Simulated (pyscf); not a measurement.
Single points on ωB97X-D3(BJ)/def2-SVP structures (PySCF, gas phase).

### Question
Estimate the classical barrier height and the reaction energy of `[C]=[C]=[SiH2]` [singlet] + `[H][H]` → `[CH2]=[C]=[SiH2]` at ωB97X-D3(BJ)/def2-TZVP. The step runs on the singlet surface, breaks H–H and forms C–H, C–H; take the separated reactants as zero.

### Answer
ΔE‡ = 22.6 kcal/mol, ΔE = -69.4 kcal/mol. ωB97M-D3(BJ)/def2-TZVP gives 21.9 kcal/mol and -67.7 kcal/mol. Zero-point energy shifts the barrier by +2.4 kcal/mol. It is an insertion, with an imaginary mode of 1076i cm⁻¹. H₂C=C=SiH₂ lies 21.8 kcal/mol over its isomer HC≡C–SiH₃ (electronic energy, ωB97M-D3(BJ)/def2-TZVP). This is the saddle that the search found; another between the same sides may lie lower.
